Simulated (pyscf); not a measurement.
`[NH2][SiH]([NH2])[I]` + `[H][H]` -> `[NH2][SiH2][NH2]` + `[IH]`, a four-centre exchange (singlet surface; I–Si, H–H broken, H–Si, H–I formed). Structures and frequencies: ωB97X-D3(BJ)/def2-SVP in PySCF. Energies in kcal/mol from the separated reactants.

Small-basis levels: PySCF, no dispersion term, spherical d functions. AM1 to PM7: differences of heats of formation from MOPAC, which are fitted to 298 K values and so differ in kind from electronic energies by zero-point and thermal terms. GFN2-xTB: tblite. Cost: rough CPU time at the saddle relative to B3LYP/6-31G*+LANL2DZ, from one job on a shared machine.

| level | barrier | reaction energy | cost |
|---|---|---|---|
| HF/6-31G*+LANL2DZ | … | +17.3 | 0.1 |
| PBE/6-31G*+LANL2DZ | 38.1 | +23.2 | 2 |
| B3LYP/LANL2DZ | 40.6 | +11.7 | 0.7 |
| M06-2X/6-31G*+LANL2DZ | 42.9 | +24.0 | 2 |
| B3LYP/6-311+G**+LANL2DZ | 40.1 | +13.7 | 1 |
| PBE/def2-SVP | … | +17.9 | 3 |
| GFN2-xTB | 50.5 | +8.6 | under 0.02 |
| AM1 | 51.0 | +12.9 | under 0.02 |
| PM6 | 26.6 | +31.9 | under 0.02 |
| ωB97M-D3(BJ)/def2-TZVP | … | +18.8 | – |

Fill in the missing entries.


- HF/6-31G*+LANL2DZ, barrier: 54.3
- PBE/def2-SVP, barrier: 33.8
- ωB97M-D3(BJ)/def2-TZVP, barrier: 39.9

Against the last row the barrier runs from -13.3 (PM6) to +14.4 kcal/mol (HF/6-31G*+LANL2DZ). At PM6 this geometry lies under one side, so the entry may be no barrier of that level: it is a single point on another level's saddle. ωB97M-D3(BJ)/def2-TZVP has limits of its own. One saddle was located; it need not be the lowest between these sides. In the def2 sets elements past Kr carry core potentials, without spin-orbit coupling.
